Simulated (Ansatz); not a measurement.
How the volume per atom of Al (model structure, started from the beta-Sn type, I4₁/amd, No. 141, 2 atoms in the cell) moves with the method

No measured value is used here.

```
level (code)         value (Å³/atom)
-------------------  ---------------
PBE (Ansatz)              (withheld)
PBEsol (Ansatz)                18.79
PBE-D3(BJ) (Ansatz)            18.46
r²SCAN (Ansatz)                18.80
```

**Question.** Complete the blanks.

**Answer.** 
- PBE (Ansatz, a first-principles code), value (Å³/atom): 19.20

Ansatz's density-functional and Hartree–Fock values are scalar-relativistic unless marked +SOC, with PAW data made under PBE.

A model structure was made by putting elements into a prototype or built by hand; it is no filed structure, need not be a known phase, and can be a saddle point held by its symmetry.
